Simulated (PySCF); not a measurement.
**From a raw peak list to a structure**

Formula C4H8O. The spectrum was simulated from the full spin Hamiltonian at 400 MHz with 1.0 Hz Lorentzian lines, from shifts rounded to 0.01 ppm and J to 0.1 Hz, couplings under 1 Hz left out.

```tsv
region	integral (H)	ppm	Hz	height
1	1	10.210	4084.0	71
2	2	2.347	939.0	33
2		2.330	932.1	70
2		2.313	925.2	37
3	2	1.647	659.0	4
3		1.627	651.0	14
3		1.610	644.1	26
3		1.590	636.1	27
3		1.573	629.1	14
3		1.571	628.3	11
3		1.553	621.2	5
4	3	1.010	403.9	52
4		0.990	395.9	100
4		0.970	387.9	45
```

¹³C{¹H} NMR (computed): δ 205.9 (CH), 52.9 (CH2), 19.1 (CH2), 15.6 (CH3).

One computed conformer, non-relativistic, averaged over atoms made equivalent by symmetry, fast rotation or ring inversion, no solvent model. Structure optimised with GFN2-xTB; σ from GIAO-PBE0/pcSseg-1; B3LYP/pcJ-1 coupling constants (without the spin–dipole term); PySCF.

References, each an isolated molecule treated in the same way: ¹H (σref 31.72), ¹³C (σref 186.93) against TMS.

(1) Analyse the multiplets.

(2) What is the compound?

Results:

(1) ¹H NMR (400 MHz, computed): δ 10.21 (s, 1H), 2.33 (t, J = 6.9 Hz, 2H), 1.60 (qt, J = 8.0, 6.9 Hz, 2H), 0.99 (t, J = 8.0 Hz, 3H). These are first-order names from the parameters used; overlap and second-order distortion can hide them in the list.

(2) SMILES CCCC=O.

Atom-mapped SMILES (the numbers label the heavy atoms): `[CH3:1][CH2:2][CH2:3][CH:4]=[O:5]`. Hydrogens are named by the atom that carries them.

δ 10.21: H(C4), hydrogen on an aldehyde carbonyl carbon. δ 2.33: H(C3), hydrogen on an sp3 CH2 α to a carbonyl, coupled to H(C2) (6.9 Hz). δ 1.60: H(C2), hydrogen on an sp3 CH2, coupled to H(C1) (8.0 Hz), H(C3) (6.9 Hz). δ 0.99: H(C1), hydrogen on a methyl carbon, coupled to H(C2) (8.0 Hz).

The shifts were computed for this structure.

Splittings below 1 Hz are ignored in the labels, and close J values are merged. Unscaled 3J(H,H) at this level run about 10 % above measured values. Shifts are as computed. Against solution values, carbons near 30 ppm lie about +3 ppm off and those near 130 ppm about +5 ppm. Of 1211 compounds with measured shifts, 218 miss one by over three times the rms of a fit or turn the order of signals round; such compounds aren't used in these exercises. Couplings across =CH–CH2 type bonds come from one rotamer and its mirror image, and can be 1–2 Hz further off. Vicinal H,H couplings across rotating CH2–CH2 and CH–CH2 bonds are estimated from the computed gauche and anti values for equal rotamer populations, (2 J gauche + J anti)/3.
